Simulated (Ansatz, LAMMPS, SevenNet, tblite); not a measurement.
## LO phonon frequency at X of zinc-blende ZnS: levels of theory against measurement

Reference value: 330 ± 3 cm⁻¹ (measured, room temperature, not corrected to a static lattice; as tabulated in Vagelatos et al., J. Chem. Phys. (1974)).

| level (code) | value (cm⁻¹) | cell (Å³/atom) |
|---|---|---|
| ionic model grunwald2012 (rigid ions, LAMMPS) | 373 | 20.54 |
| GFN1-xTB (tblite) | 237 | 22.43 |
| SevenNet-0 | 296 | 20.25 |
| LDA (Ansatz) | 335 | 18.57 |
| PBE (Ansatz) | ___ | 20.16 |
| r²SCAN (Ansatz) | ___ | 19.56 |
| B3LYP (VWN-RPA form) (Ansatz) | ___ | 20.74 |
| HSE06 (Ansatz) | ___ | 19.96 |
| LC-ωPBE (Ansatz) | 351 | 19.08 |
| r²SCAN0 (Ansatz) | 334 | 19.61 |
| r²SCANh (Ansatz) | 330 | 19.58 |
| Hartree–Fock (Ansatz) | 325 | 21.80 |

Problem. What belongs in the gaps?

Solution. 
- PBE (Ansatz, an electronic-structure program), value (cm⁻¹): 309
- r²SCAN (Ansatz), value (cm⁻¹): 327
- B3LYP (VWN-RPA form) (Ansatz), value (cm⁻¹): 313
- HSE06 (Ansatz), value (cm⁻¹): 323

Differences against the reference: ionic model grunwald2012 +13.0 %, GFN1-xTB -28 %, SevenNet-0 -10.3 %, LDA +1.5 %, PBE -6.4 %, r²SCAN -0.9 %, B3LYP (VWN-RPA form) -5.2 %, HSE06 -2.1 %, LC-ωPBE +6.4 %, r²SCAN0 +1.2 %, r²SCANh 0.0 %, Hartree–Fock -1.5 %.

Once the reference is moved by up to 3.0 % (a margin picked here for doubts on the reference and the settings, and for temperature and zero-point motion) and values within 1.0 % count as equal, the nearest can be r²SCANh (0.0 %), r²SCAN (-0.9 %), r²SCAN0 (+1.2 %), LDA (+1.5 %), Hartree–Fock (-1.5 %) or HSE06 (-2.1 %). Among them GFN1-xTB (-28 %) misses by most.

The reference isn't brought to a static lattice, while the calculations are for one, so the differences are not the levels' errors alone.  GFN1-xTB: the method was fitted mainly to molecules. GFN1-xTB: the run uses a supercell at the zone centre in place of a k mesh. Each level is taken at its own relaxed cell. Cutoffs and k meshes differ between the levels. Ansatz's density-functional and Hartree–Fock values are scalar-relativistic unless marked +SOC, with PAW data made under PBE.

Empirical potentials (ionic model grunwald2012) are fitted to chosen data: where that held the value shown, agreement is built in, and what lay outside the fit can be far off. Machine-learned potentials (SevenNet-0) are trained on DFT data: a solid inside that data is no test of them.

Differences are worked out from the printed values.
